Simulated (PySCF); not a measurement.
# FSN: adding exact exchange

Base calculation in PySCF with density fitting and no spin–orbit coupling, PBE/def2-TZVP (no relativity): singlet, Cs, S–F 1.693 Å, S–N 1.455 Å; F–S–N 117.2°; wavenumbers 351, 617, 1368 cm⁻¹; dipole moment 1.84 D, gap between the highest occupied and lowest empty levels 3.18 eV, polar-tensor charge of S 0.83 e, atomisation energy (no zero-point energy) 943 kJ/mol.

Problem. What changes on going to PBE0/def2-TZVP (no relativity)?

Solution. The point group stays the same. Changes: mean bond to S -0.035 Å, smallest bond angle -0.9 degrees, highest wavenumber +79 cm⁻¹, lowest wavenumber +41 cm⁻¹, dipole moment +0.10 D, gap between the highest occupied and lowest empty levels +2.55 eV, polar-tensor charge of S +0.07 e, atomisation energy (no zero-point energy) -114 kJ/mol. The new structure has S–F 1.642 Å, S–N 1.436 Å; F–S–N 116.3°, with wavenumbers 392, 685, 1447 cm⁻¹. Exact exchange shortens and stiffens the bonds and opens the gap, the usual pattern.

Each species is the lowest minimum found with this bonding; other isomers or fragments can lie lower.
